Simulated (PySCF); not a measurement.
**Li2⁻ (quartet): basis, grid and Hamiltonian**

The method stays; parts of the set-up, such as the basis or the Hamiltonian, are changed.

Method: method and basis as typed in the scripts; program: PySCF 2.14.0.

4 further runs of the same task are left out: 4 that didn't finish.

## (1) The starting structure

Li2⁻ (quartet): 2 atoms, charge -1, spin multiplicity 4.

No contacts short enough for the rule that draws bonds.

## (2) Base script

The input, input.py:

```python
from pyscf import gto, dft
from pyscf.geomopt.geometric_solver import optimize

mol = gto.M(
    atom='Li 0 0 0; Li 0 0 2.804',
    basis='pcseg-1',
    charge=-1,
    spin=3,
    verbose=4,
)
mf = dft.ROKS(mol, xc='olyp')
mf = mf.density_fit(auxbasis='def2-universal-jkfit')
mf = mf.newton()
mf.kernel()
g = mf.nuc_grad_method()
g.grid_response = True
mol_eq = optimize(g.as_scanner(), maxsteps=30)
print('optimised geometry (angstrom)')
print(mol_eq.tostring('raw'))
print('orbital energies (hartree):', mf.mo_energy[..., max(0, mol.nelec[1]-3):mol.nelec[0]+3].round(4))
```

On the command line:

```bash
$ OMP_NUM_THREADS=1 python input.py
```

The log of this run is left out.

It gives: at the starting geometry E(SCF) = -14.954298 Eh, 3 macro-iterations, optimised bond 3.213 Å in 7 steps; the optimisation lowers the energy by 0.042 eV.

The quartet is typed in the script; nothing here shows that it is the ground state.

## (3) Cartesian functions on

Edit 1 changes Cartesian functions: off → on.

The input, input.py:

```python
from pyscf import gto, dft
from pyscf.geomopt.geometric_solver import optimize

mol = gto.M(
    atom='Li 0 0 0; Li 0 0 2.804',
    basis='pcseg-1',
    charge=-1,
    spin=3,
    cart=True,
    verbose=4,
)
mf = dft.ROKS(mol, xc='olyp')
mf = mf.density_fit(auxbasis='def2-universal-jkfit')
mf = mf.newton()
mf.kernel()
g = mf.nuc_grad_method()
g.grid_response = True
mol_eq = optimize(g.as_scanner(), maxsteps=30)
print('optimised geometry (angstrom)')
print(mol_eq.tostring('raw'))
print('orbital energies (hartree):', mf.mo_energy[..., max(0, mol.nelec[1]-3):mol.nelec[0]+3].round(4))
```

On the command line:

```bash
$ OMP_NUM_THREADS=1 python input.py
```

## (4) Density fitting none

Edit 2 changes density fitting: def2-universal-jkfit → none.

Changes to input.py since step 2:

```diff
@@ -11,3 +11,2 @@
 mf = dft.ROKS(mol, xc='olyp')
-mf = mf.density_fit(auxbasis='def2-universal-jkfit')
 mf = mf.newton()
```

## (5) Cc-pcvdz

Edit 3 changes basis set: pcseg-1 → cc-pcvdz.

Changes to input.py since step 2:

```diff
@@ -5,3 +5,3 @@
     atom='Li 0 0 0; Li 0 0 2.804',
-    basis='pcseg-1',
+    basis='cc-pcvdz',
     charge=-1,
```

## (6) Integration grid 4

Edit 4 changes integration grid: default → 4.

Changes to input.py since step 2:

```diff
@@ -12,2 +12,3 @@
 mf = mf.density_fit(auxbasis='def2-universal-jkfit')
+mf.grids.level = 4
 mf = mf.newton()
```

Before running it: what results should come out? Wanted: for each run, E(SCF); from base; after the SCF.

As calculated:

```tsv
run	E(SCF) (hartree)	from base (eV)	cycles	functions	after the SCF
base	-14.954298	0	3 macro	18	bond 3.213 Å, -0.042 eV
Cartesian functions on	-14.954284	+0.0004	3 macro	18	bond 3.213 Å, -0.042 eV
density fitting none	-14.954081	+0.0059	3 macro	18	bond 3.211 Å, -0.042 eV
cc-pcvdz	-14.968852	-0.3960	3 macro	36	bond 3.227 Å, -0.047 eV
integration grid 4	-14.954298	0.0000	3 macro	18	bond 3.213 Å, -0.042 eV
```

SCF columns refer to the geometry typed in the script.

In words: With integration grid 4 the SCF ends at the base energy. Of the runs whose energies can be compared, “cc-pcvdz” moves the SCF energy most (-0.396 eV). cc-pcvdz (36 functions) gives an energy 0.40 eV lower than pcseg-1 (18).
